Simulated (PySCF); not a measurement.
Ligands exchanged one at a time, B Cl-SiH3. Isolated molecules, 0 K electronic values unless said otherwise. Strings in code marks are SMILES.

The four lowest singlet excitations (Tamm–Dancoff). Computed with PBE-D3(BJ)/def2-TZVP run with PySCF. Excitations are Tamm–Dancoff values on a coarser integration grid. The basis has no diffuse functions, so Rydberg states are missing or too high.

```csv
state,energy (eV),wavelength (nm),oscillator strength
S1,3.09,402,0.001
S2,3.15,394,0.000
S3,4.24,292,0.003
S4,4.80,258,0.048
```

Task: Identify which member gives these states.
A. `[SiH3]B(Cl)Cl`
B. `[SiH3]B([SiH3])[SiH3]`
C. `[SiH3]B([SiH3])Cl`
D. `ClB(Cl)Cl`

Result: B, `[SiH3]B([SiH3])[SiH3]`
